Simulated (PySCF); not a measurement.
**Unknown compound**

The spectra below were simulated for a compound C₆H₁₀.

¹H NMR (400 MHz, computed): δ 1.53 (s, 1H), 1.30 (s, 9H).

¹³C{¹H} NMR (computed): δ 97.7 (C), 74.2 (CH), 32.9 (CH3, 3C), 27.6 (C).

Theoretical values (PySCF): σ from GIAO-PBE0/pcSseg-1, GFN2-xTB geometry. No solvent model, equivalent nuclei averaged, no relativistic terms, single conformer.

δ = σ(ref) − σ, references computed at the same level: ¹H (31.72 ppm), ¹³C (186.93 ppm) vs TMS.

Q: Propose a structure and justify it.

A: 
1. The formula gives 2 degrees of unsaturation (no ring in the answer).
2. 4 carbon signals for 6 carbons: some carbons are equivalent by symmetry or fast rotation.
3. Carbon types of the structure: 2 × C, 1 × CH, 3 × CH3, which accounts for all hydrogens.
4. δC 97.7: alkyne carbon; sp carbons lie upfield of alkene carbons because the cylindrical π system leaves one tensor component strongly shielded.
5. δC 74.2: terminal alkyne carbon; sp carbons lie upfield of alkene carbons because the cylindrical π system leaves one tensor component strongly shielded.
6. δC 32.9: methyl carbon; aliphatic region, no heteroatom directly attached.
7. δC 27.6: propargylic quaternary sp3 carbon; aliphatic region, no heteroatom directly attached.
8. δH 1.53: hydrogen on a terminal alkyne carbon; it lies on the axis of the triple bond, in its shielding cone.
9. δH 1.30: hydrogen on a methyl carbon.

The compound is SMILES CC(C#C)(C)C.

This is the structure that produced the data.

Shifts are as computed. Against solution values, carbons near 30 ppm lie about +3 ppm off and those near 130 ppm about +5 ppm. Of 1211 compounds with measured shifts, 218 miss one by over three times the rms of a fit or turn the order of signals round; such compounds aren't used in these exercises. Multiplicities follow the n + 1 count of equivalent neighbours, as no J values were calculated; m marks all less simple cases, F and P coupling included.
